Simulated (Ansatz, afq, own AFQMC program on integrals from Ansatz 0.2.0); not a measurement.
## Where AFQMC and coupled cluster stand for ScH₂O⁺, singlet

```xyz
4

Sc    0.0000    0.0000    0.8281
O     0.0000    0.0000   -2.0029
H     0.0000    0.7836   -2.5708
H     0.0000   -0.7836   -2.5708
```

Connectivity, by distances: Sc–OH2.

Basis def2-TZVP. Only valence electrons are correlated. Integrals, coupled cluster, full CI and functionals: Ansatz 0.2.0; the random walks run on the same integrals in our own AFQMC program. The CISD trial takes its coefficients from CCSD amplitudes. Released means that phaseless walkers are propagated on without the constraint, phases kept. Error bars are statistical, one sigma. The metal's outer-core s and p shells are frozen, which shifts wave-function levels against functionals.

Determinant: RHF, the one that the program's search chose, which needn't be the lowest solution. The geometry is a point of a scan.

No full CI on the walks' own integrals is used here; CCSDT(Q) serves as the reference and is uncertain by about the last step of the cluster series.

Cautions: no relativity below Rb; outer-core shells of the metal frozen; higher spins were not checked; restricted determinant unstable towards unrestricted (UHF 1.38 eV lower, ⟨S²⟩ 1.00); strong correlation (T1 0.048, weight of the determinant 0.71, largest double 0.39); CCSDT(Q) on the UHF determinant differs (380 meV lower), perhaps since the unrestricted series falls towards higher spin.

- T1 diagnostic: 0.0476
- weight of the determinant in the CISD state: 0.705
- size of the correlated space: 10 electrons in 78 orbitals

| level | correlation energy (eV) |
| --- | --- |
| MP2 | -7.6315 |
| CCSD | -8.4526 |
| CCSD(T) | -8.6858 |

(1) Estimate where AFQMC with the constraint released lies against CCSD(T) on the same integrals.

(1) 0.06 ± 0.28 mEh below CCSD(T). The gap is under twice the noise, so this walk alone can't tell the two apart.

Reference: CCSDT(Q), correlation energy -8.701 eV. The released energy is read at 1.20 1/Eh, later times being too noisy (meV from the phaseless value at times in 1/Eh: 7 ± 7 at 0.60, 4 ± 8 at 1.20, 13 ± 14 at 2.00, -19 ± 23 at 3.00, 37 ± 61 at 4.20).

```
         level  E − E(reference) (mEh)  share of correlation (%)
       CCSD(T)                    0.55                     99.83
         CCSDT                    0.54                     99.83
 ph-AFQMC/CISD             0.33 ± 0.11                     99.90
released AFQMC             0.48 ± 0.28                     99.85
```

A walk keeps the symmetry of its determinant, which the program's search chose and which needn't be the lowest solution, so a lower state of the same spin and another symmetry isn't excluded. Released energies are given only where the last usable release times agree within the noise; a slower fall can still hide under it.
